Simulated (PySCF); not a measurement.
SMILES CCCO (C3H8O) (GFN2-xTB optimised geometry):

```
12

C      1.729    -0.473     0.000
C      0.206    -0.473     0.000
C     -0.357     0.949     0.000
O     -1.764     0.981    -0.050
H      2.110     0.036     0.882
H      2.109     0.038    -0.881
H      2.109    -1.492    -0.001
H     -0.161    -1.003     0.884
H     -0.167    -0.997    -0.882
H      0.009     1.492     0.885
H     -0.024     1.485    -0.892
H     -2.110     0.487     0.702
```

Computed with PBE0/def2-TZVP (PySCF).

Problem. What are the frontier orbital energies and the dipole moment?

Solution. HOMO-2 -9.75 eV, HOMO-1 -9.06 eV, HOMO -7.72 eV, LUMO 1.08 eV, LUMO+1 1.47 eV; dipole moment 1.70 D.

Meta-Löwdin charges at PBE0/def2-TZVP: C1 -0.35, C2 -0.21, C3 0.01, O4 -0.54, H5 0.11, H6 0.11, H7 0.12, H8 0.10, H9 0.11, H10 0.09, H11 0.12, H12 0.33.
